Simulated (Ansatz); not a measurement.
**AlPH (quartet): wave-function methods side by side, 6-31G**

How much of the correlation energy of AlPH (quartet) does each wave-function method recover here?

Program: Ansatz 0.2.0, Gaussian basis. Level of theory: 6-31G, core rule «outside noble gas», up to 10 orbitals frozen. These are calculated values, not measurements.

To be run: UHF; CCSD(T) on ROHF; CCSD(T) on UHF; BCCD(T) on ROHF; CISD; CCSDT(Q) on ROHF; CCSDT(Q) on UHF; CISDTQ; CCSDTQ on ROHF; CCSDTQ on UHF; CASSCF and MRCISD+Q, 9 electrons in 9 orbitals; CASSCF and NEVPT2, 9 electrons in 9 orbitals; Full CI.

12 further runs of the same task are left out: 3 that didn't finish, 9 set aside as unsound or not needed.

## 1. What is computed

The geometry is a PBE0/def2-TZVP stationary point (not a proven minimum) of the parent state, kept for this charge and spin.

3 atoms, charge 0, spin multiplicity 4.

Atoms are counted from 1 here; the program's logs count them from 0.

Bond lengths: Al1–P2 2.144 Å, Al1–H3 1.581 Å. Angles: P2–Al1–H3 180.0°.

## 2. UHF

Input file in.yaml:

```yaml
crystal:
  periodic: [false, false, false]
  atoms:
    - {symbol: Al, position_ang: [0.000000, 0.000000, 0.187600]}
    - {symbol: P, position_ang: [0.000000, 0.000000, -1.956600]}
    - {symbol: H, position_ang: [0.000000, 0.000000, 1.769000]}
basis:
  gaussian: {orbitals: 6-31G}
magnetization: {spin_polarized: true, initial_magnetization: 3}
hamiltonian: {xc: hf}
output: {orbitals: {seedname: orbitals}}
```

Run with:

```bash
ansatz run in.yaml --threads 1 --pin off --events-out ev --progress --plain --max-ram 2393MiB
```

The runs that follow: CCSD(T) on ROHF; CCSD(T) on UHF; BCCD(T) on ROHF; CISD; CCSDT(Q) on ROHF; CCSDT(Q) on UHF; CISDTQ; CCSDTQ on ROHF; CCSDTQ on UHF; CASSCF and MRCISD+Q, 9 electrons in 9 orbitals; CASSCF and NEVPT2, 9 electrons in 9 orbitals; Full CI.

Q: Predict the results of all the runs planned. Wanted: FCI below the RHF energy; RMP2 from FCI; UMP2 from FCI; RCCSD from FCI; RCCSD(T) from FCI; UCCSD(T) from FCI; RCCSDT(Q) from FCI; UCCSDT(Q) from FCI; NEVPT2 valence from FCI.

**Answer**, as computed:

| quantity | value |
| --- | --- |
| FCI below the RHF energy | -1.9886 eV |
| RMP2 from FCI | +627.8 meV |
| UMP2 from FCI | +603.1 meV |
| RCCSD from FCI | +55.0 meV |
| RCCSD(T) from FCI | +20.4 meV |
| UCCSD(T) from FCI | +21.0 meV |
| RCCSDT(Q) from FCI | +0.9 meV |
| UCCSDT(Q) from FCI | +0.7 meV |
| NEVPT2 valence from FCI | +246.0 meV |
| MRCISD+Q valence from FCI | +6.9 meV |
| levels within 1 kcal/mol (43 meV) | RCCSD(T), UCCSD(T), BCCD(T), RCCSDT, UCCSDT, CISDTQ, RCCSDT(Q), UCCSDT(Q), RCCSDTQ, UCCSDTQ, MRCISD valence, MRCISD+Q valence |
| T1 diagnostic | 0.023 |
| effectively unpaired electrons | 3.05 |

RCCSD(T) misses by +20.4 meV, 1.0 % of the correlation energy. One determinant dominates. Of the multireference levels listed MRCISD+Q valence comes nearest in total energy (+6.9 meV), which doesn't show that its space is the better one. These misses are within one basis, not against nature; the frozen cores of restricted and unrestricted runs differ, which can shift their rows.
